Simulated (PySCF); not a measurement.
One of the candidates below gave these computed data.

All candidates are C4H5NS.

- UV, first state: lowest singlet excitation: 5.43 eV (228 nm, f = 0.000) [TDDFT PBE0/def2-SVPD]
- UV, strongest line: among the 8 lowest singlet transitions: S2 at 5.58 eV (222 nm, f = 0.069) [TDDFT PBE0/def2-SVPD]
- Dipole: 1.22 D [PBE0/def2-SVPD]
- Rotational structure: rotational constants A, B, C: 7.439, 2.537, 1.914 GHz [GFN2-xTB]
- Triplet: lowest triplet excitation (Tamm–Dancoff): 3.80 eV [TDA PBE0/def2-SVPD]
- Polarisability: 69.6 au [PBE0/def2-SVPD]

Electronic properties: PySCF, gas phase, density fitting. Levels stand in brackets. Isolated species at its GFN2-xTB geometry, gas phase.

Question: Which candidate is it?
A. `C[C@@]1(C#N)CS1`
B. `Cc1cscn1`
C. `Nc1cccs1`

Answer: B. It is `Cc1cscn1`. Numbering: `[CH3:1][c:2]1[cH:3][s:4][cH:5][n:6]1`. Its formula, C4H5NS, gives 3 degrees of unsaturation: 1 ring and 2 π bonds in the structure found (Kekulé form). S1 is mainly HOMO−1→LUMO (weight 0.99); the largest Löwdin shares of the orbital it empties are 0.61 on the pyridine-type nitrogen, 0.14 on the thiophene-type sulfur, 0.09 on the aromatic CH next to a ring nitrogen and 0.08 on the substituted aromatic carbon, of the orbital it fills 0.26 on the aromatic CH next to a ring nitrogen, 0.24 on the thiophene-type sulfur, 0.17 on the aromatic CH next to a ring sulfur and 0.16 on the pyridine-type nitrogen. The optimised geometry has point group Cs and is an asymmetric top.

The others, at the same levels:
- `Nc1cccs1` fails: its computed lowest singlet excitation is 4.57 eV (271 nm, f = 0.003) (against 5.43 eV), lowest triplet excitation (Tamm–Dancoff) is 3.36 eV (against 3.80 eV) and strongest line among the 8 lowest singlet transitions is S2 at 5.02 eV (247 nm, f = 0.128) (against S2 at 5.58 eV).
- `C[C@@]1(C#N)CS1` fails: its computed lowest singlet excitation is 4.50 eV (276 nm, f = 0.002) (against 5.43 eV), rotational constant A is 4.422 GHz (against 7.439 GHz) and smallest rotational constant is 2.029 GHz (against 1.914 GHz).

Each candidate is one conformer, not necessarily the lowest. The conformers computed, where there is a choice (atom-mapped SMILES and torsion angles):
- `[NH2:1][c:2]1[cH:3][cH:4][cH:5][s:6]1`: H–N1–C2–C3 -161°, H–N1–C2–C3 -26°
